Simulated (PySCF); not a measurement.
r2SCAN0 single point of singlet SO2F2 at its PBE0 minimum.

An equivalent PySCF input for this run (the driver started from the density of an earlier step):

```python
from pyscf import gto, scf, dft
mol = gto.M(atom='''
S     -0.136151    -0.138449    -0.004004
O      0.070986    -1.225576    -0.900236
O     -1.252119     0.024514     0.865503
F      0.047830     1.200339    -0.813964
F      1.175316     0.043443     0.849932''',
    basis={'S': 'def2-SVP', 'O': 'def2-SVP', 'F': 'def2-SVP'},
    charge=0, spin=0)
mf = dft.RKS(mol, xc='HYB_MGGA_XC_R2SCAN0')
mf.grids.atom_grid = (90, 434)
aux = {'S': 'def2-universal-JKFIT', 'O': 'def2-universal-JKFIT', 'F': 'def2-universal-JKFIT'}
mf = mf.density_fit(auxbasis=aux)
mf.conv_tol = 1e-08
mf.diis_space = 10
mf.max_cycle = 60
mf.verbose = 4
mf.kernel()
```

SCF log (excerpt):

```
init E= -747.603786059395
  HOMO = -0.401600921038906  LUMO = -0.00196438101625951  gap/eV = 10.87466
cycle= 1 E= -747.604180805224  delta_E= -0.000395  |g|= 0.043  |ddm|= 0.112
  HOMO = -0.401980427174481  LUMO = -0.00839657992064735  gap/eV = 10.70996
cycle= 2 E= -747.603871369643  delta_E= 0.000309  |g|= 0.0602  |ddm|= 0.0785
  HOMO = -0.403627792546144  LUMO = -0.00611658846812313  gap/eV = 10.81683
cycle= 3 E= -747.604522306662  delta_E= -0.000651  |g|= 0.0052  |ddm|= 0.0467
  HOMO = -0.402809730143734  LUMO = -0.00574751720543976  gap/eV = 10.80461
cycle= 4 E= -747.604526938772  delta_E= -4.63e-06  |g|= 0.0015  |ddm|= 0.00458
  HOMO = -0.402776500645555  LUMO = -0.00553233835753097  gap/eV = 10.80956
cycle= 5 E= -747.60452731797  delta_E= -3.79e-07  |g|= 0.000235  |ddm|= 0.0012
  HOMO = -0.402789996962758  LUMO = -0.00555813898753499  gap/eV = 10.80923
cycle= 6 E= -747.604527327754  delta_E= -9.78e-09  |g|= 2.78e-05  |ddm|= 0.000199
  HOMO = -0.402787289541241  LUMO = -0.00556027980917229  gap/eV = 10.80910
Extra cycle  E= -747.604527327657  delta_E= 9.69e-11  |g|= 3.72e-05  |ddm|= 5.03e-05
converged SCF energy = -747.604527327657
```

This run, together with those of the ionised and electron-attached species (not shown), took 8.9 s on 2 threads of a shared Arm Neoverse V2 host, with 74 basis functions; the process peaked at 0.89 GiB.
